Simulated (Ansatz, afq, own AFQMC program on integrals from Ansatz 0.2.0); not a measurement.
# Atomization energy of BO, doublet

```yaml
atoms:
  - { symbol: B, position_ang: [0.0000, 0.0000, 0.0000] }
  - { symbol: O, position_ang: [0.0000, 0.0000, 1.2006] }
```

Atoms in their ground-state spins without spin–orbit coupling (mostly on UHF) minus the molecule (UHF), without zero-point energy. The geometry is a stationary point, not shown to be a minimum.

Basis cc-pVTZ. Only valence electrons are correlated. AFQMC by an in-house program on the Cholesky factors that Ansatz 0.2.0 writes for its CCSD(T) run. The CISD trial takes its coefficients from CCSD amplitudes. Released means that phaseless walkers are propagated on without the constraint, phases kept. Error bars are statistical, one sigma. The errors of all members are added in quadrature.

No full CI on the walks' own integrals is used here; CCSDT(Q) serves as the reference and is uncertain by about the last step of the cluster series. Each member takes its own surest rung, up to full CI.

The best estimate is CCSD(T) at the basis-set limit (CBS: def2-TZVPP and def2-QZVPP, with their diffuse functions for anions and beside diffuse sets, CCSD(T) itself extrapolated) plus the step from CCSD(T) to CCSDT(Q) in cc-pVTZ. Rows without CBS are in cc-pVTZ; B2PLYP and the wave-function rows carry a basis error of their own. Core correlation and relativity beyond core potentials are missing, and ± holds the sampling alone.

Cautions: BO (doublet): the ph-AFQMC/CISD walk drifts between its halves (2.6 errors), its ph-AFQMC/CISD value lies 21 ± 4 meV above CCSDT(Q); other spins of the molecule weren't checked.

Best estimate: 812.3 kJ/mol.

```
                  level  atomization energy (kJ/mol)  error against the best estimate (kJ/mol)
                     HF                        558.7                                    -253.6
                    MP2                        849.1                                      36.7
                   CCSD                        755.4                                     -57.0
                CCSD(T)                        782.0                                     -30.4
          ph-AFQMC/CISD                  783.1 ± 0.4                               -29.3 ± 0.4
         released AFQMC                  783.6 ± 0.6                               -28.8 ± 0.6
                 HF/CBS                        562.6                                    -249.7
                MP2/CBS                        876.3                                      64.0
            CCSD(T)/CBS                        810.1                                      -2.2
                    PBE                        867.4                                      55.0
                 r2SCAN                        842.5                                      30.1
                   PBE0                        816.5                                       4.2
                  B3LYP                        814.1                                       1.7
                wB97M-V                        811.7                                      -0.7
                 B2PLYP                        819.3                                       6.9
surest rungs in cc-pVTZ                        784.2                                     -28.2
```

Correlation beyond CCSD(T) adds 2.2 kJ/mol. Going to the basis-set limit adds 28.2 kJ/mol at CCSD(T). The perturbative (T) step is worth +26.6 kJ/mol. The functionals spread over 55.7 kJ/mol; wB97M-V and B3LYP come nearest and PBE is 55.0 kJ/mol too high.

Best estimates are given only where the step beyond CCSD(T) is under 0.3 eV and no member's determinant is very poor (T1 over 0.05, or 0.07 for open shells, ⟨S²⟩ too high by 0.3, two states mixed), so the hardest cases are missing from such tables.

The functionals ran in a triple-zeta set and keep a basis error of their own, a few kJ/mol for each bond in atomization energies and more for double hybrids, so close places among them and the extrapolated levels can swap.

Each member of a difference takes its own highest rung, so a best estimate needn't equal the limit plus the step of one row. A walk keeps the symmetry of its determinant, which the program's search chose and which needn't be the lowest solution, so a lower state of the same spin and another symmetry isn't excluded. Released energies are given only where the last usable release times agree within the noise; a slower fall can still hide under it.
